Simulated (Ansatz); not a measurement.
# SiP (doublet): wave-function methods side by side, aug-cc-pVTZ

An exercise on one series of results from a longer session: the logs are not shown, and one member is left open.

Program: Ansatz 0.2.0, Gaussian basis. Level of theory: aug-cc-pVTZ, core rule «outside noble gas», up to 10 orbitals frozen. These are calculated values, not measurements.

The runs, in order: UHF; CCSD(T) on ROHF; CCSD(T) on UHF; BCCD(T) on ROHF; CCSDT(Q) on ROHF; CCSDT(Q) on UHF; CASSCF and MRCISD+Q, 9 electrons in 8 orbitals; CASSCF and NEVPT2, 9 electrons in 8 orbitals.

4 further runs of the same task are left out: 4 set aside as unsound or not needed.

**The system**

The geometry is a PBE0/def2-TZVPD stationary point (not a proven minimum) of the parent state, kept for this charge and spin.

2 atoms, charge 0, spin multiplicity 2.

Atoms are counted from 1 here; the program's logs count them from 0.

Bond lengths: Si1–P2 1.999 Å.

Coordinates:

```
atom   x (Å)   y (Å)   z (Å)
 Si1  0.0000  0.0000  0.0000
  P2  0.0000  0.0000  1.9990
```

Set-up of the first run:

in.yaml

```yaml
crystal:
  periodic: [false, false, false]
  atoms:
    - {symbol: Si, position_ang: [0.000000, 0.000000, 0.000000]}
    - {symbol: P, position_ang: [0.000000, 0.000000, 1.999000]}
basis:
  gaussian: {orbitals: aug-cc-pVTZ}
magnetization: {spin_polarized: true, initial_magnetization: 1}
hamiltonian: {xc: hf}
output: {orbitals: {seedname: orbitals}}
```

The run is started by

```console
$ ansatz run in.yaml --threads 1 --pin off --events-out ev --progress --plain --max-ram 4096MiB --backend cpu
```

Steps of the session up to this table: UHF; CCSD(T) on ROHF; CCSD(T) on UHF; BCCD(T) on ROHF; CCSDT(Q) on ROHF; CCSDT(Q) on UHF; CASSCF and MRCISD+Q, 9 electrons in 8 orbitals; CASSCF and NEVPT2, 9 electrons in 8 orbitals.

One of the session's tables, all rows but one given; the rest of the session is left out.

```
          method  from RCCSDT(Q) (meV)
            RMP2               +1017.3
            UMP2               +1156.3
           RCCSD                +677.8
           UCCSD                +661.0
        RCCSD(T)                 +89.1
        UCCSD(T)                 +91.5
         BCCD(T)                     ?
          RCCSDT                 +67.9
          UCCSDT                 +63.3
       RCCSDT(Q)                     0
       UCCSDT(Q)                  -6.0
  CASSCF valence               +5367.9
  NEVPT2 valence               +1313.7
  MRCISD valence                +628.0
MRCISD+Q valence                +137.6
```

Estimate the missing values for BCCD(T).

**Answer.** from RCCSDT(Q) (meV): +91.4. In the column «from RCCSDT(Q) (meV)» it lies between RCCSD(T) (+89.1) and UCCSD(T) (+91.5).

Left out of the table: ROHF, UHF (another determinant or state than the rows shown).

Limits of these values: Warnings: spin contamination; coupled cluster took another determinant than the lowest. Restricted and unrestricted rows rest on different reference determinants; where their highest levels disagree by more than a few hundredths of an eV, they describe different states and don't form one ladder.
